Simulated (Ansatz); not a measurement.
A made-up structure of BSiH3Cl, doublet:

```
6
angstrom
Si 0.7627 -0.3279 0.5416
B -0.6833 0.4583 -0.4774
Cl 1.0005 -2.4433 0.6150
H -1.4564 -0.1520 -1.0709
H -0.8527 1.5936 -0.5476
H 1.6918 0.4718 1.2583
```

It is relaxed with PBE-D4/def2-SVP and then PBE0-D4/def2-TZVP (Ansatz 0.2.0). Atoms count as bonded within 1.22 times the sum of their covalent radii (H–H: 0.88 Å). The end point is not checked to be a true minimum.

(1) Does its bonding change? (A judgement: the text doesn't fix the answer.)

## Answers

(1) Computed: No: no bond forms or breaks.

Where it ends: The first stage lowers the energy by 0.32 eV in 4 steps. It ends as BSiH₃Cl ([BH2][SiH][Cl]):
| atom | x (Å) | y (Å) | z (Å) |
| --- | --- | --- | --- |
| Si1 | 0.6994 | -0.3174 | 0.4958 |
| B2 | -0.7240 | 0.4547 | -0.5073 |
| Cl3 | 1.0364 | -2.3222 | 0.6471 |
| H4 | -1.4948 | -0.2318 | -1.1028 |
| H5 | -0.7970 | 1.6472 | -0.5042 |
| H6 | 1.7426 | 0.3700 | 1.2904 |

Labels in which every atom is bracketed show which atoms are joined, not bond orders.

For scale, one of the runs: PBE0-D4/def2-TZVP relaxation, 123 basis functions, launched by `ansatz run in.yaml --threads 2 --pin off --events-out ev --progress --plain --max-ram 4352MiB`. Hardware: 2 CPU threads of an Intel Xeon Platinum 8259CL, shared host. Wall time about 26 s.
